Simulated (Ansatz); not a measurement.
Cost and result up the ladder for Al(CO)H3 (CH₃AlO) (6 atoms). Total charge 0; singlet. Geometry: PBE0-D4/def2-TZVP.

```xyz
6

Al   -0.279    0.646    0.443
C     0.440   -1.023   -0.704
O     0.817   -1.893   -1.298
H    -0.503   -0.190    1.782
H    -1.525    0.949   -0.503
H     1.050    1.511    0.280
```

Ansatz on 4 threads of Arm Neoverse V2 on a shared host. Times are rough, and most runs start from the orbitals of an earlier one. PBE0-D4/def2-TZVPD serves as the yardstick here, not as an exact answer. Differences are given only for rows in sets of like size (and for xTB, whose basis is part of the method), since another set adds its own error. Binding counts from free atoms at the same level (Al doublet, C triplet, O triplet, H doublet; other spins of the atoms weren't run), without zero-point energy or a counterpoise term.

B3LYP takes the VWN-RPA correlation. Correlated methods freeze 7 core orbitals.

Correlated methods converge slowly with the basis.

```csv
level,functions,binding energy per atom (eV),difference from PBE0-D4/def2-TZVPD (eV)
PBE0-D4/def2-TZVPD,147,3.44,0.00
PBE0-D4/def2-SVP,61,3.46,–
HF/STO-3G,22,3.16,–
HF/6-31G,37,2.07,–
B3LYP-D4/6-31G,37,3.18,–
PBE-D4/def2-SVP,61,3.57,–
PBE-D4/def2-TZVPD,147,3.53,0.10
r2SCAN-D4/def2-TZVPD,147,3.49,0.05
B3LYP-D4/def2-TZVP,117,3.48,0.04
LDA (SPW92)/def2-TZVP (with forces),117,3.95,0.51
BHLYP-D4/def2-TZVP,117,3.34,-0.09
MP2/def2-TZVP,117,3.44,0.00
PBE0-D4/def2-TZVP,117,3.44,0.00
CCSD(T)/def2-TZVPD,147,3.38,-0.05
```

**Question.** Estimate how long each takes.

**Answer.** HF/STO-3G 0.05 s; HF/6-31G 0.1 s; B3LYP-D4/6-31G 0.25 s; PBE-D4/def2-SVP 0.3 s; PBE0-D4/def2-SVP 0.3 s; MP2/def2-TZVP 0.35 s; LDA (SPW92)/def2-TZVP (with forces) 0.4 s; B3LYP-D4/def2-TZVP 0.5 s; BHLYP-D4/def2-TZVP 0.55 s; PBE0-D4/def2-TZVP 0.6 s; PBE-D4/def2-TZVPD 0.75 s; PBE0-D4/def2-TZVPD 0.75 s; r2SCAN-D4/def2-TZVPD 1.3 s; CCSD(T)/def2-TZVPD 2.4 s. On shared hardware such times vary by a factor of up to 3.
